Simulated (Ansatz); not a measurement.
# BHO (triplet): from Hartree-Fock to the top rungs, def2-QZVPP

The task here is to estimate one member of a computed series from the others.

The runs use Ansatz 0.2.0, Gaussian basis; def2-QZVPP, core rule «outside noble gas», up to 2 orbitals frozen.

Plan: UHF; ROHF; CCSD(T) on UHF.

2 further runs of the same task are left out: 2 set aside as unsound or not needed.

## The system

The geometry is a PBE0/def2-TZVP stationary point (not a proven minimum).

3 atoms, charge 0, spin multiplicity 3.

Atoms are counted from 1 here; the program's logs count them from 0.

Bond lengths: B1–O2 1.342 Å, B1–H3 1.222 Å. Angles: O2–B1–H3 107.9°.

Coordinates:

```
B     0.0000   -0.2038    0.7317
O     0.0000    0.0840   -0.5793
H     0.0000    0.8523    1.3474
```

Set-up of the first run:

File in.yaml:

```yaml
crystal:
  periodic: [false, false, false]
  atoms:
    - {symbol: B, position_ang: [0.000000, -0.203796, 0.731699]}
    - {symbol: O, position_ang: [0.000000, 0.084016, -0.579305]}
    - {symbol: H, position_ang: [0.000000, 0.852259, 1.347434]}
basis:
  gaussian: {orbitals: "def2-QZVPP.json"}
magnetization: {spin_polarized: true, initial_magnetization: 2}
hamiltonian: {xc: hf}
output: {orbitals: {seedname: orbitals}}
```

Run with:

```bash
> ansatz run in.yaml --threads 1 --pin off --events-out ev --progress --plain --max-ram 2393MiB
```

Steps of the session up to this table: UHF; ROHF; CCSD(T) on UHF.

One of the session's tables, all rows but one given; the rest of the session is left out.

```
  method  from UCCSD(T) (meV)
    ROHF              +8668.7
     UHF              +8510.7
    UMP2                    ?
   UCCSD               +303.6
UCCSD(T)                    0
```

**Question.** Estimate the row for UMP2.

**Answer.** from UCCSD(T) (meV): +898.0. In the column «from UCCSD(T) (meV)» it lies between UCCSD (+303.6) and UHF (+8510.7).
